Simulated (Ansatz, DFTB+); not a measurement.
## Ladder of methods for the volume per atom of hcp Os

Reference value: 13.85 Å³/atom (measured, copied from a table, unchecked, extrapolated to 0 K and zero-point effects removed; as tabulated in Lejaeghere et al. (2013), arXiv:1204.2733).

### Question
What do GFN1-xTB as cut by DFTB+, LDA, PBE, rVV10, r²SCAN+SOC give, and how far is each from the reference?

### Answer

| level (code) | value (Å³/atom) | error (%) |
|---|---|---|
| GFN1-xTB as cut by DFTB+ | 14.43 | +4.2 |
| LDA (Ansatz) | 13.70 | -1.1 |
| PBE (Ansatz) | 14.28 | +3.1 |
| rVV10 (Ansatz) | 14.64 | +5.7 |
| r²SCAN+SOC (Ansatz) | 14.02 | +1.2 |

Once the reference is moved by up to 2.0 % (a margin picked here for doubts on the reference and the settings) and values within 0.3 % count as equal, the nearest can be LDA (-1.1 %), r²SCAN+SOC (+1.2 %) or PBE (+3.1 %). Among them rVV10 (+5.7 %) misses by most.

Density-functional levels without +SOC have no spin–orbit coupling. GFN1-xTB as cut by DFTB+: the method was fitted mainly to molecules. GFN1-xTB as cut by DFTB+: codes differ in how they cut the long-range tail of xTB's charge interaction in a crystal, so the value belongs to this code. Cutoffs and k meshes differ between the levels. Ansatz's density-functional and Hartree–Fock values are scalar-relativistic unless marked +SOC, with PAW data made under PBE.

Differences are worked out from the printed values.

Ansatz is a program for electronic structure.
